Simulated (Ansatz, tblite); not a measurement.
Cost and result up the ladder for Li2O (3 atoms). The state is a singlet with charge 0. Geometry: r2SCAN-D4/def2-TZVP.

```xyz
3

Li   -0.9965    0.3245   -1.2303
Li    0.9984   -0.3245    1.2288
O    -0.0019    0.0000    0.0015
```

Ansatz on 4 threads of Arm Neoverse V2 on a shared host; xTB runs through tblite on one thread. Times are rough, summed over both states, and most runs start from the orbitals of an earlier one. No level here is sound enough to serve as a yardstick. The other state is a doublet.

The xTB rows come from tblite. Correlated methods freeze 1 core orbital; core or outer-core shells of Li are correlated, in sets that lack core-valence functions. The structure comes from a short search, and lower isomers may exist.

Correlated methods converge slowly with the basis.

Raw xTB energies of ions are shifted by several eV.

| level | functions | vertical IE (eV) | remarks |
| --- | --- | --- | --- |
| CCSD(T)/def2-TZVPP | 69 | 6.32 | large T1 (0.021) (singlet) |
| PBE-D4/def2-TZVP | 59 | 6.78 | – |
| r2SCAN-D4/def2-TZVP | 59 | 6.37 | – |
| GFN1-xTB | 12 | 14.61 | – |
| GFN2-xTB | 12 | 12.52 | – |

**Question.** Estimate how long each takes.

**Answer.** GFN1-xTB 0.002 s; GFN2-xTB 0.002 s; PBE-D4/def2-TZVP 1.1 s; CCSD(T)/def2-TZVPP 1.1 s; r2SCAN-D4/def2-TZVP 3.2 s. On shared hardware such times vary by a factor of up to 3.
